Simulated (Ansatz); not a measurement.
# H2O with F2: superposition error and deformation

An exercise on one series of results from a longer session: the logs are not shown, and one member is left open.

Computed with Ansatz 0.2.0, Gaussian basis. Level: PBE0-D4 structures, single points in def2-TZVPPD.

Levels: PBE-D4, revPBE-D4, BLYP-D4, r2SCAN-D4, B97M-V, PBE0-D4, B3LYP-D4, HSE06-D4, wB97X-V, wB97M-V, B2PLYP, Hartree-Fock, MP2, CCSD, CCSD(T).

Cores are frozen in the correlated methods. B3LYP uses VWN-RPA correlation. B2PLYP carries no dispersion term here.

129 further runs of the same task are left out: 129 set aside as unsound or not needed.

## Where the work starts

The relaxed pair: 5 atoms, charge 0, spin multiplicity 1.

Atoms are counted from 1 here; the program's logs count them from 0.

Bond lengths: O1–H2 0.960 Å, O1–H3 0.960 Å, F4–F5 1.386 Å. Angles: H2–O1–H3 105.2°.

Coordinates:

```mol
F2H2O
  3D, bonds by distance, orders not assigned

  5  3  0  0  0  0  0  0  0  0999 V2000
   -0.1966    0.1690   -1.2314 O   0  0
    0.6476    0.6026   -1.3760 H   0  0
   -0.0468   -0.7531   -1.4523 H   0  0
   -0.2273    0.0419    1.3393 F   0  0
   -0.1769   -0.0603    2.7203 F   0  0
  1  2  8  0
  1  3  8  0
  4  5  8  0
M  END
```

Atoms 1 to 3 are fragment A (H2O), the rest fragment B (F2). From earlier runs, pair energy (eV) and counterpoise interaction (kcal/mol):

| method | E(pair) | interaction |
| --- | --- | --- |
| PBE-D4 | -7505.22953 | -2.46 |
| revPBE-D4 | -7510.15761 | -1.66 |
| BLYP-D4 | -7511.90901 | -2.09 |
| r2SCAN-D4 | -7508.91784 | -2.23 |
| B97M-V | -7509.51377 | -2.01 |
| PBE0-D4 | -7504.77108 | -1.25 |
| B3LYP-D4 | -7512.32780 | -1.33 |
| HSE06-D4 | -7504.46853 | -1.29 |
| wB97X-V | -7509.49256 | -0.92 |
| wB97M-V | -7510.07921 | -0.93 |
| B2PLYP | -7508.00300 | -0.87 |
| Hartree-Fock | -7478.52003 | 0.72 |
| MP2 | -7499.88901 | -0.71 |
| CCSD(T) | -7500.86911 | -0.65 |

First each fragment is run alone in its own basis, frozen in the shape it has in the pair (a, b).

Set-up of the first run:

a/in.yaml

```yaml
crystal:
  periodic: [false, false, false]
  atoms:
    - {symbol: O, position_ang: [-0.196625, 0.169034, -1.231370]}
    - {symbol: H, position_ang: [0.647635, 0.602576, -1.375979]}
    - {symbol: H, position_ang: [-0.046824, -0.753133, -1.452302]}
basis:
  gaussian: {orbitals: "def2-TZVPPD.json"}
hamiltonian: {xc: pbe, dispersion: d4}
```

b/in.yaml

```yaml
crystal:
  periodic: [false, false, false]
  atoms:
    - {symbol: F, position_ang: [-0.227295, 0.041860, 1.339312]}
    - {symbol: F, position_ang: [-0.176890, -0.060337, 2.720339]}
basis:
  gaussian: {orbitals: "def2-TZVPPD.json"}
hamiltonian: {xc: pbe, dispersion: d4}
```

The basis file named in the input lies beside it (Basis Set Exchange, JSON).

Each run has its own folder and the same command.

The run is started by

```sh
ansatz run in.yaml --threads 2 --pin off --events-out ev --progress --plain --max-ram 5222MiB
```

Steps of the session up to this table: PBE-D4/def2-TZVPPD; r2SCAN-D4/def2-TZVPPD; PBE0-D4/def2-TZVPPD; B3LYP-D4/def2-TZVPPD; wB97X-V/def2-TZVPPD; wB97M-V/def2-TZVPPD; B2PLYP/def2-TZVPPD; BLYP-D4/def2-TZVPPD; revPBE-D4/def2-TZVPPD; B97M-V/def2-TZVPPD; HSE06-D4/def2-TZVPPD; CCSD(T)/def2-TZVPPD; Relaxing H2O alone; Relaxing F2 alone.

One of the session's tables, all rows but one given; the rest of the session is left out.

| method | interaction with counterpoise (kcal/mol) |
| --- | --- |
| PBE-D4 | -2.46 |
| revPBE-D4 | -1.66 |
| BLYP-D4 | -2.09 |
| r2SCAN-D4 | -2.23 |
| B97M-V | -2.01 |
| PBE0-D4 | -1.25 |
| B3LYP-D4 | -1.33 |
| HSE06-D4 | -1.29 |
| wB97X-V | -0.92 |
| wB97M-V | -0.93 |
| B2PLYP | -0.87 |
| Hartree-Fock | 0.72 |
| MP2 | -0.71 |
| CCSD | ? |
| CCSD(T) | -0.65 |

**Question.** Estimate the row for CCSD.

**Answer.** interaction with counterpoise (kcal/mol): -0.41. In the column «interaction with counterpoise (kcal/mol)» it lies between CCSD(T) (-0.65) and Hartree-Fock (0.72).
